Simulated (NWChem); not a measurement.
# phosphine (PH3); SMILES P

Program: NWChem. The geometry was optimised at PBE0-D3(BJ)/def2-TZVP. Level: PBE0/aug-cc-pVDZ; the question gives the wavelength of the field.

Estimate the computed values for field static. Quantities: isotropic polarisability (bohr³); anisotropy (bohr³).

isotropic polarisability (bohr³): 30.3
anisotropy (bohr³): 1.4
